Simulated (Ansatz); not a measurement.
Species: AlF3, charge 0, singlet. AlF3 (SMILES [F][Al]([F])[F]).
B3LYP-D3(BJ)/def2-TZVP minimum from Ansatz (a first-principles code):
```
Al
F 1 1.6342
F 1 1.6342 2 120.00
F 1 1.6342 2 120.00 3 -180.00
```

Property: atomisation energy (electronic, to ground-state atoms), in kJ/mol. UHF or UKS for unpaired electrons; spin-orbit terms are left out. CBS(X,Y): correlation extrapolated as X^-3, Hartree-Fock from the larger set (Q,5: extrapolated as (X+1)exp(-9√X)). A bracket is a step between two methods taken in the basis named. Functionals run without relativity, which enters their misses. 'core' is core correlation in cc-pwCVTZ (1s frozen past Ne), 'X2C' scalar relativity in cc-pVTZ-DK, both at CCSD(T). Where a partner has so few electrons that a lower coupled-cluster level is exact, that level stands in.

CCSD(T)/CBS(cc-pV(Q+d)Z,cc-pV(5+d)Z) + [CCSDT(Q) - CCSD(T)]/cc-pV(D+d)Z + core + X2C (Ansatz) gives 1798.4 kJ/mol.

**Question.** How far off this value is PBE/def2-TZVPD (Ansatz), in which direction, and which of these levels come nearer: r2SCAN/def2-TZVPD, B3LYP/def2-TZVPD, PBE0/def2-TZVPD, wB97M-V/def2-TZVPD, CCSD(T)/CBS(cc-pV(Q+d)Z,cc-pV(5+d)Z) + core + X2C?

**Answer.** PBE gives 1776.1 kJ/mol, 22.3 kJ/mol below it. Differences of the others: r2SCAN/def2-TZVPD (Ansatz) -25.1; B3LYP/def2-TZVPD (Ansatz) -64.9; PBE0/def2-TZVPD (Ansatz) -79.8; wB97M-V/def2-TZVPD (Ansatz) -37.0; CCSD(T)/CBS(cc-pV(Q+d)Z,cc-pV(5+d)Z) + core + X2C (Ansatz) -2.5 kJ/mol. Nearer than PBE: CCSD(T)/CBS(cc-pV(Q+d)Z,cc-pV(5+d)Z) + core + X2C.
